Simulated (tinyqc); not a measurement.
RKS/PBE0 in the sto-6g basis, for HF, spin multiplicity 1, step by step (part 1 of 2). Computed by tinyqc, a small Python program that keeps every step (integrals from PySCF). Settings: charge = 0, multiplicity = 1, basis = sto-6g, energy threshold = 1e-10, iteration cap = 75, orthogonalisation = symmetric, start = Wolfsberg-Helmholz matrix, DIIS depth = 8, method = RKS, functional = pbe0, grid = [40, 14]. Command: `OMP_NUM_THREADS=1 python tinyqc.py 24203 24204 out.jsonl` (the two numbers bound the seeds that draw the settings). One thread of a shared host (Intel(R) Xeon(R) Processor @ 2.60GHz), about 0.7 s of CPU time with the checks. Later iterations appear only in the table of the cycle.

## One-electron integrals

Geometry (angstrom):

| atom | x | y | z |
|---|---|---|---|
| F | 0.000000 | 0.000000 | 0.000000 |
| H | 0.000000 | 0.000000 | 1.746000 |

Basis sto-6g: exponents (1/bohr^2) and contraction coefficients of normalised primitives:

| element | l (shell) | exponent | coefficient |
|---|---|---|---|
| F | s (1) | 1728.626574 | 0.009164 |
| F | s (1) | 316.941790 | 0.049361 |
| F | s (1) | 88.668891 | 0.168538 |
| F | s (1) | 30.460157 | 0.370563 |
| F | s (1) | 11.828570 | 0.416492 |
| F | s (1) | 4.871659 | 0.130334 |
| F | s (2) | 67.032281 | -0.013253 |
| F | s (2) | 13.267438 | -0.046992 |
| F | s (2) | 4.123510 | -0.033785 |
| F | s (2) | 1.586463 | 0.250242 |
| F | s (2) | 0.689002 | 0.595117 |
| F | s (2) | 0.315820 | 0.240706 |
| F | p (3) | 67.032281 | 0.003760 |
| F | p (3) | 13.267438 | 0.037679 |
| F | p (3) | 4.123510 | 0.173897 |
| F | p (3) | 1.586463 | 0.418036 |
| F | p (3) | 0.689002 | 0.425860 |
| F | p (3) | 0.315820 | 0.101708 |
| H | s (1) | 35.523221 | 0.009164 |
| H | s (1) | 6.513144 | 0.049361 |
| H | s (1) | 1.822143 | 0.168538 |
| H | s (1) | 0.625955 | 0.370563 |
| H | s (1) | 0.243077 | 0.416492 |
| H | s (1) | 0.100112 | 0.130334 |

Overlap, kinetic and nuclear-attraction integrals over the contracted functions; the nuclear repulsion is the sum of Za Zb / Rab.

nuclear repulsion = 2.72771758 hartree

overlap S:
```
           1F 1s     1F 2s    1F 2px    1F 2py    1F 2pz     2H 1s
1F 1s   1.000000  0.232479  0.000000  0.000000  0.000000  0.007404
1F 2s   0.232479  1.000000  0.000000  0.000000  0.000000  0.103724
1F 2px  0.000000  0.000000  1.000000  0.000000  0.000000  0.000000
1F 2py  0.000000  0.000000  0.000000  1.000000  0.000000  0.000000
1F 2pz  0.000000  0.000000  0.000000  0.000000  1.000000  0.098446
2H 1s   0.007404  0.103724  0.000000  0.000000  0.098446  1.000000
```

kinetic energy T (hartree):
```
            1F 1s      1F 2s    1F 2px    1F 2py     1F 2pz      2H 1s
1F 1s   37.397730  -1.143349  0.000000  0.000000   0.000000  -0.002780
1F 2s   -1.143349   1.082297  0.000000  0.000000   0.000000  -0.018994
1F 2px   0.000000   0.000000  3.251325  0.000000   0.000000   0.000000
1F 2py   0.000000   0.000000  0.000000  3.251325   0.000000   0.000000
1F 2pz   0.000000   0.000000  0.000000  0.000000   3.251325  -0.002145
2H 1s   -0.002780  -0.018994  0.000000  0.000000  -0.002145   0.768522
```

nuclear attraction V (hartree):
```
             1F 1s       1F 2s      1F 2px      1F 2py      1F 2pz      2H 1s
1F 1s   -78.125531   -7.936170    0.000000    0.000000   -0.004393  -0.288176
1F 2s    -7.936170  -11.778510    0.000000    0.000000   -0.051987  -0.778401
1F 2px    0.000000    0.000000  -11.771584    0.000000    0.000000   0.000000
1F 2py    0.000000    0.000000    0.000000  -11.771584    0.000000   0.000000
1F 2pz   -0.004393   -0.051987    0.000000    0.000000  -11.790838  -0.620103
2H 1s    -0.288176   -0.778401    0.000000    0.000000   -0.620103  -3.963405
```

core Hamiltonian H = T + V (hartree):
```
             1F 1s       1F 2s     1F 2px     1F 2py     1F 2pz      2H 1s
1F 1s   -40.727802   -9.079519   0.000000   0.000000  -0.004393  -0.290956
1F 2s    -9.079519  -10.696214   0.000000   0.000000  -0.051987  -0.797395
1F 2px    0.000000    0.000000  -8.520259   0.000000   0.000000   0.000000
1F 2py    0.000000    0.000000   0.000000  -8.520259   0.000000   0.000000
1F 2pz   -0.004393   -0.051987   0.000000   0.000000  -8.539512  -0.622248
2H 1s    -0.290956   -0.797395   0.000000   0.000000  -0.622248  -3.194883
```

## Two-electron integrals

Functions are numbered as in S; the eight-fold symmetry (ij|kl) = (ji|kl) = (kl|ij) leaves the list below.

Two-electron integrals (ij|kl) in chemists' order, unique and non-zero (hartree):
```
(11|11) 5.406240   (21|11) 0.768129   (21|21) 0.138909   (22|11) 1.266271
(22|21) 0.283987   (22|22) 0.926367   (31|31) 0.029452   (32|31) 0.044681
(32|32) 0.204753   (33|11) 1.266273   (33|21) 0.283987   (33|22) 0.926366
(33|33) 0.998085   (41|41) 0.029452   (42|41) 0.044681   (42|42) 0.204753
(43|43) 0.053789   (44|11) 1.266273   (44|21) 0.283987   (44|22) 0.926366
(44|33) 0.890506   (44|44) 0.998085   (51|51) 0.029452   (52|51) 0.044681
(52|52) 0.204753   (53|53) 0.053789   (54|54) 0.053789   (55|11) 1.266273
(55|21) 0.283987   (55|22) 0.926366   (55|33) 0.890506   (55|44) 0.890506
(55|55) 0.998085   (61|11) 0.025931   (61|21) 0.004503   (61|22) 0.009032
(61|33) 0.009018   (61|44) 0.009018   (61|51) 0.000196   (61|52) 0.000388
(61|55) 0.009059   (61|61) 0.000148   (62|11) 0.080713   (62|21) 0.018446
(62|22) 0.069094   (62|33) 0.068118   (62|44) 0.068118   (62|51) 0.001330
(62|52) 0.010832   (62|55) 0.071047   (62|61) 0.000600   (62|62) 0.007073
(63|31) 0.001838   (63|32) 0.011208   (63|53) 0.002179   (63|63) 0.000931
(64|41) 0.001838   (64|42) 0.011208   (64|54) 0.002179   (64|64) 0.000931
(65|11) 0.062275   (65|21) 0.014405   (65|22) 0.057482   (65|33) 0.055351
(65|44) 0.055351   (65|51) 0.002660   (65|52) 0.018986   (65|55) 0.061745
(65|61) 0.000484   (65|62) 0.007205   (65|65) 0.008145   (66|11) 0.302635
(66|21) 0.070345   (66|22) 0.301951   (66|33) 0.296031   (66|44) 0.296031
(66|51) 0.004334   (66|52) 0.050610   (66|55) 0.313790   (66|61) 0.002285
(66|62) 0.044783   (66|65) 0.052212   (66|66) 0.774999
```

## Orthogonalisation

S = U s U^T; symmetric (Loewdin) form X = U s^(-1/2) U^T, so that X^T S X = 1.

eigenvalues of S: 0.744839  0.908265  1.000000  1.000000  1.085662  1.261234

X:
```
            1F 1s      1F 2s    1F 2px    1F 2py     1F 2pz      2H 1s
1F 1s    1.021180  -0.120883  0.000000  0.000000  -0.000499   0.005677
1F 2s   -0.120883   1.025424  0.000000  0.000000   0.003992  -0.053721
1F 2px   0.000000   0.000000  1.000000  0.000000   0.000000   0.000000
1F 2py   0.000000   0.000000  0.000000  1.000000   0.000000   0.000000
1F 2pz  -0.000499   0.003992  0.000000  0.000000   1.003690  -0.049869
2H 1s    0.005677  -0.053721  0.000000  0.000000  -0.049869   1.007859
```

## Starting guess

The start is the generalised Wolfsberg-Helmholz matrix (K = 1.75) built on H; D = 2 C_occ C_occ^T.

D at the start:
```
            1F 1s      1F 2s    1F 2px    1F 2py     1F 2pz      2H 1s
1F 1s    2.112119  -0.482621  0.000000  0.000000   0.006148  -0.039188
1F 2s   -0.482621   2.079288  0.000000  0.000000  -0.022850   0.125289
1F 2px   0.000000   0.000000  2.000000  0.000000   0.000000   0.000000
1F 2py   0.000000   0.000000  0.000000  2.000000   0.000000   0.000000
1F 2pz   0.006148  -0.022850  0.000000  0.000000   1.986029   0.060925
2H 1s   -0.039188   0.125289  0.000000  0.000000   0.060925   0.009555
```

## Iteration 1: exchange-correlation on the grid

Becke grid with 40 radial and 14 angular points per atom, points of zero weight dropped. rho = sum D_ij phi_i phi_j; V_xc,ij = sum w v_xc phi_i phi_j plus the gradient terms; v_xc is d(rho eps)/d rho at fixed gradient. Exact exchange is left to K.

The 12 grid points with the largest w rho, of 1101 (bohr, atomic units):

| x | y | z | w | rho | \|grad rho\|^2 | eps_xc | v_xc |
|---|---|---|---|---|---|---|---|
| -0.561413 | 0.561413 | -0.561413 | 0.132569 | 0.614447 | 3.461543 | -0.542004 | -0.680710 |
| 0.561413 | 0.561413 | -0.561413 | 0.132569 | 0.614447 | 3.461543 | -0.542004 | -0.680710 |
| 0.561413 | -0.561413 | -0.561413 | 0.132569 | 0.614447 | 3.461543 | -0.542004 | -0.680710 |
| -0.561413 | -0.561413 | -0.561413 | 0.132569 | 0.614447 | 3.461543 | -0.542004 | -0.680710 |
| 0.561413 | 0.561413 | 0.561413 | 0.132364 | 0.609657 | 3.391990 | -0.540686 | -0.679087 |
| -0.561413 | 0.561413 | 0.561413 | 0.132364 | 0.609657 | 3.391990 | -0.540686 | -0.679087 |
| -0.561413 | -0.561413 | 0.561413 | 0.132364 | 0.609657 | 3.391990 | -0.540686 | -0.679087 |
| 0.561413 | -0.561413 | 0.561413 | 0.132364 | 0.609657 | 3.391990 | -0.540686 | -0.679087 |
| -0.480056 | -0.480056 | -0.480056 | 0.086827 | 0.920328 | 6.104081 | -0.610130 | -0.784233 |
| 0.480056 | -0.480056 | -0.480056 | 0.086827 | 0.920328 | 6.104081 | -0.610130 | -0.784233 |
| 0.480056 | 0.480056 | -0.480056 | 0.086827 | 0.920328 | 6.104081 | -0.610130 | -0.784233 |
| -0.480056 | 0.480056 | -0.480056 | 0.086827 | 0.920328 | 6.104081 | -0.610130 | -0.784233 |

electrons on the grid, sum of w rho = 9.996481

E_xc = sum of w rho eps_xc = -8.59761028 hartree

V_xc (hartree):
```
            1F 1s      1F 2s     1F 2px     1F 2py     1F 2pz      2H 1s
1F 1s   -2.636438  -0.327993   0.000000   0.000000   0.000036  -0.011486
1F 2s   -0.327993  -0.721060   0.000000   0.000000  -0.001459  -0.043741
1F 2px   0.000000   0.000000  -0.719243   0.000000   0.000000   0.000000
1F 2py   0.000000   0.000000   0.000000  -0.719243   0.000000   0.000000
1F 2pz   0.000036  -0.001459   0.000000   0.000000  -0.724585  -0.032703
2H 1s   -0.011486  -0.043741   0.000000   0.000000  -0.032703  -0.112034
```

## Iteration 1: building the Kohn-Sham matrix

J_ij = sum D_kl (ij|kl), K_ij = sum D_kl (ik|jl); F = H + J - 0.125 K + V_xc; E = tr D H + tr D J / 2 - 0.0625 tr D K + E_xc + E_nn.

Coulomb J (hartree):
```
            1F 1s      1F 2s    1F 2px    1F 2py     1F 2pz     2H 1s
1F 1s   20.918755   3.785442  0.000000  0.000000  -0.000996  0.123471
1F 2s    3.785442   9.898334  0.000000  0.000000  -0.003327  0.712463
1F 2px   0.000000   0.000000  9.898273  0.000000   0.000000  0.000000
1F 2py   0.000000   0.000000  0.000000  9.898273   0.000000  0.000000
1F 2pz  -0.000996  -0.003327  0.000000  0.000000   9.898450  0.583606
2H 1s    0.123471   0.712463  0.000000  0.000000   0.583606  3.029014
```

exchange K (hartree):
```
            1F 1s      1F 2s    1F 2px    1F 2py     1F 2pz     2H 1s
1F 1s   11.141451   1.802379  0.000000  0.000000   0.000581  0.061994
1F 2s    1.802379   3.188372  0.000000  0.000000  -0.010328  0.260872
1F 2px   0.000000   0.000000  2.658333  0.000000   0.000000  0.000000
1F 2py   0.000000   0.000000  0.000000  2.658333   0.000000  0.000000
1F 2pz   0.000581  -0.010328  0.000000  0.000000   2.654351  0.178634
2H 1s    0.061994   0.260872  0.000000  0.000000   0.178634  0.058828
```

Kohn-Sham matrix F (hartree):
```
             1F 1s      1F 2s    1F 2px    1F 2py     1F 2pz      2H 1s
1F 1s   -23.838166  -5.847368  0.000000  0.000000  -0.005426  -0.186720
1F 2s    -5.847368  -1.917487  0.000000  0.000000  -0.055482  -0.161282
1F 2px    0.000000   0.000000  0.326479  0.000000   0.000000   0.000000
1F 2py    0.000000   0.000000  0.000000  0.326479   0.000000   0.000000
1F 2pz   -0.005426  -0.055482  0.000000  0.000000   0.302558  -0.093675
2H 1s    -0.186720  -0.161282  0.000000  0.000000  -0.093675  -0.285257
```

total energy of this density = -99.15024340 hartree

## Iteration 1: diagonalisation and new density

Diagonalise F' = X^T F X, C = X C', fill 5 alpha and 5 beta electrons from the bottom; D = 2 C_occ C_occ^T. Each column has its largest component positive (the first on a tie).

F' = X^T F X (hartree):
```
            1          2         3         4          5          6
1  -23.444963  -3.019622  0.000000  0.000000  -0.002027   0.000042
2   -3.019622  -0.900812  0.000000  0.000000  -0.047250  -0.076796
3    0.000000   0.000000  0.326479  0.000000   0.000000   0.000000
4    0.000000   0.000000  0.000000  0.326479   0.000000   0.000000
5   -0.002027  -0.047250  0.000000  0.000000   0.313066  -0.093573
6    0.000042  -0.076796  0.000000  0.000000  -0.093573  -0.267291
```

orbital energies (hartree): MO1 -23.842419, MO2 -0.531926, MO3 -0.254859, MO4 0.326479, MO5 0.326479, MO6 0.329205

coefficients C:
```
              MO1        MO2        MO3       MO4        MO5        MO6
1F 1s    0.996674  -0.238675   0.083958  0.000000   0.000000   0.008911
1F 2s    0.013946   0.963790  -0.372778  0.000000   0.000000  -0.030952
1F 2px   0.000000   0.000000   0.000000  0.999327  -0.036691   0.000000
1F 2py   0.000000   0.000000   0.000000  0.036691   0.999327   0.000000
1F 2pz   0.000347   0.074916   0.081692  0.000000   0.000000   0.998805
2H 1s   -0.000971   0.250277   0.958854  0.000000   0.000000  -0.197848
```

D after iteration 1:
```
            1F 1s      1F 2s    1F 2px    1F 2py     1F 2pz      2H 1s
1F 1s    2.114747  -0.494862  0.000000  0.000000  -0.021353   0.039603
1F 2s   -0.494862   2.136100  0.000000  0.000000   0.083511  -0.232478
1F 2px   0.000000   0.000000  2.000000  0.000000   0.000000   0.000000
1F 2py   0.000000   0.000000  0.000000  2.000000   0.000000   0.000000
1F 2pz  -0.021353   0.083511  0.000000  0.000000   0.024572   0.194160
2H 1s    0.039603  -0.232478  0.000000  0.000000   0.194160   1.964082
```

Within a degenerate level the vectors are fixed only up to a rotation; this is one choice.

## Iteration 2: exchange-correlation on the grid

As before.

The 12 grid points with the largest w rho, of 1101 (bohr, atomic units):

| x | y | z | w | rho | \|grad rho\|^2 | eps_xc | v_xc |
|---|---|---|---|---|---|---|---|
| 0.972395 | 0.000000 | 0.000000 | 0.117836 | 0.614971 | 3.472371 | -0.542158 | -0.680858 |
| 0.000000 | 0.972395 | 0.000000 | 0.117836 | 0.614971 | 3.472371 | -0.542158 | -0.680858 |
| -0.972395 | 0.000000 | 0.000000 | 0.117836 | 0.614971 | 3.472371 | -0.542158 | -0.680858 |
| 0.000000 | -0.972395 | 0.000000 | 0.117836 | 0.614971 | 3.472371 | -0.542158 | -0.680858 |
| 0.831481 | 0.000000 | 0.000000 | 0.077178 | 0.921323 | 6.124926 | -0.610339 | -0.784481 |
| 0.000000 | 0.831481 | 0.000000 | 0.077178 | 0.921323 | 6.124926 | -0.610339 | -0.784481 |
| -0.831481 | 0.000000 | 0.000000 | 0.077178 | 0.921323 | 6.124926 | -0.610339 | -0.784481 |
| 0.000000 | -0.831481 | 0.000000 | 0.077178 | 0.921323 | 6.124926 | -0.610339 | -0.784481 |
| 1.129387 | 0.000000 | 0.000000 | 0.176757 | 0.373419 | 1.532880 | -0.470778 | -0.569340 |
| 0.000000 | 1.129387 | 0.000000 | 0.176757 | 0.373419 | 1.532880 | -0.470778 | -0.569340 |
| 0.000000 | -1.129387 | 0.000000 | 0.176757 | 0.373419 | 1.532880 | -0.470778 | -0.569340 |
| -1.129387 | 0.000000 | 0.000000 | 0.176757 | 0.373419 | 1.532880 | -0.470778 | -0.569340 |

electrons on the grid, sum of w rho = 9.979403

E_xc = sum of w rho eps_xc = -7.91471969 hartree

V_xc (hartree):
```
            1F 1s      1F 2s     1F 2px     1F 2py     1F 2pz      2H 1s
1F 1s   -2.624788  -0.317052   0.000000   0.000000  -0.000855  -0.011143
1F 2s   -0.317052  -0.656788   0.000000   0.000000  -0.010799  -0.043596
1F 2px   0.000000   0.000000  -0.687402   0.000000   0.000000   0.000000
1F 2py   0.000000   0.000000   0.000000  -0.687402   0.000000   0.000000
1F 2pz  -0.000855  -0.010799   0.000000   0.000000  -0.595506  -0.035002
2H 1s   -0.011143  -0.043596   0.000000   0.000000  -0.035002  -0.394531
```

## Iteration 2: building the Kohn-Sham matrix

As before.

Coulomb J (hartree):
```
            1F 1s     1F 2s    1F 2px    1F 2py    1F 2pz     2H 1s
1F 1s   19.056791  3.372007  0.000000  0.000000  0.015147  0.110434
1F 2s    3.372007  8.687783  0.000000  0.000000  0.134059  0.663507
1F 2px   0.000000  0.000000  8.746619  0.000000  0.000000  0.000000
1F 2py   0.000000  0.000000  0.000000  8.746619  0.000000  0.000000
1F 2pz   0.015147  0.134059  0.000000  0.000000  8.570109  0.568607
2H 1s    0.110434  0.663507  0.000000  0.000000  0.568607  3.937268
```

exchange K (hartree):
```
            1F 1s     1F 2s    1F 2px    1F 2py    1F 2pz     2H 1s
1F 1s   11.088181  1.713977  0.000000  0.000000  0.002042  0.060389
1F 2s    1.713977  2.802977  0.000000  0.000000  0.103815  0.224356
1F 2px   0.000000  0.000000  2.558114  0.000000  0.000000  0.000000
1F 2py   0.000000  0.000000  0.000000  2.558114  0.000000  0.000000
1F 2pz   0.002042  0.103815  0.000000  0.000000  0.726475  0.192012
2H 1s    0.060389  0.224356  0.000000  0.000000  0.192012  1.541730
```

Kohn-Sham matrix F (hartree):
```
             1F 1s      1F 2s     1F 2px     1F 2py     1F 2pz      2H 1s
1F 1s   -25.681821  -6.238811   0.000000   0.000000   0.009644  -0.199213
1F 2s    -6.238811  -3.015591   0.000000   0.000000   0.058297  -0.205529
1F 2px    0.000000   0.000000  -0.780807   0.000000   0.000000   0.000000
1F 2py    0.000000   0.000000   0.000000  -0.780807   0.000000   0.000000
1F 2pz    0.009644   0.058297   0.000000   0.000000  -0.655719  -0.112646
2H 1s    -0.199213  -0.205529   0.000000   0.000000  -0.112646   0.155138
```

total energy of this density = -99.01249471 hartree

## Iteration 2: DIIS over 2 matrices

error matrix X^T (FDS - SDF) X:
```
           1          2         3         4          5          6
1   0.000000   0.001197  0.000000  0.000000   0.000253  -0.002211
2  -0.001197   0.000000  0.000000  0.000000  -0.231417   0.052443
3   0.000000   0.000000  0.000000  0.000000   0.000000   0.000000
4   0.000000   0.000000  0.000000  0.000000   0.000000   0.000000
5  -0.000253   0.231417  0.000000  0.000000   0.000000  -0.416216
6   0.002211  -0.052443  0.000000  0.000000   0.416216   0.000000
```

B (overlaps of the stored error matrices):
```
                1               2
1   1.9765173e-01  -2.1799802e-01
2  -2.1799802e-01   4.5909283e-01
```

Minimise |sum c_i e_i|^2 with sum c_i = 1: solve [B -1; -1 0][c; lambda] = [0; -1] with B_ij = tr e_i^T e_j, and take F = sum c_i F_i.

DIIS coefficients: 0.619626  0.380374

extrapolated F (hartree):
```
             1F 1s      1F 2s     1F 2px     1F 2py     1F 2pz      2H 1s
1F 1s   -24.539444  -5.996262   0.000000   0.000000   0.000306  -0.191472
1F 2s    -5.996262  -2.335177   0.000000   0.000000  -0.012203  -0.178113
1F 2px    0.000000   0.000000  -0.094703   0.000000   0.000000   0.000000
1F 2py    0.000000   0.000000   0.000000  -0.094703   0.000000   0.000000
1F 2pz    0.000306  -0.012203   0.000000   0.000000  -0.061945  -0.100891
2H 1s    -0.191472  -0.178113   0.000000   0.000000  -0.100891  -0.117742
```

## Iteration 2: diagonalisation and new density

As before.

F' = X^T F X (hartree):
```
            1          2          3          4          5          6
1  -24.145632  -3.039381   0.000000   0.000000  -0.001226  -0.000376
2   -3.039381  -1.310723   0.000000   0.000000  -0.004793  -0.083234
3    0.000000   0.000000  -0.094703   0.000000   0.000000   0.000000
4    0.000000   0.000000   0.000000  -0.094703   0.000000   0.000000
5   -0.001226  -0.004793   0.000000   0.000000  -0.052652  -0.093399
6   -0.000376  -0.083234   0.000000   0.000000  -0.093399  -0.096454
```

orbital energies (hartree): MO1 -24.543262, MO2 -0.921569, MO3 -0.164495, MO4 -0.094703, MO5 -0.094703, MO6 0.023865

coefficients C:
```
              MO1        MO2        MO3        MO4       MO5        MO6
1F 1s    0.996873  -0.250480   0.025926   0.000000  0.000000  -0.016894
1F 2s    0.013133   1.021622  -0.129840   0.000000  0.000000   0.090919
1F 2px   0.000000   0.000000   0.000000   0.999996  0.002850   0.000000
1F 2py   0.000000   0.000000   0.000000  -0.002850  0.999996   0.000000
1F 2pz   0.000078   0.015155   0.600108   0.000000  0.000000   0.805939
2H 1s   -0.000882   0.047537   0.745400   0.000000  0.000000  -0.680663
```

D after iteration 2:
```
            1F 1s      1F 2s    1F 2px    1F 2py     1F 2pz      2H 1s
1F 1s    2.114335  -0.492341  0.000000  0.000000   0.023680   0.013078
1F 2s   -0.492341   2.121484  0.000000  0.000000  -0.124869  -0.096460
1F 2px   0.000000   0.000000  2.000000  0.000000   0.000000   0.000000
1F 2py   0.000000   0.000000  0.000000  2.000000   0.000000   0.000000
1F 2pz   0.023680  -0.124869  0.000000  0.000000   0.720719   0.896083
2H 1s    0.013078  -0.096460  0.000000  0.000000   0.896083   1.115764
```

Within a degenerate level the vectors are fixed only up to a rotation; this is one choice.
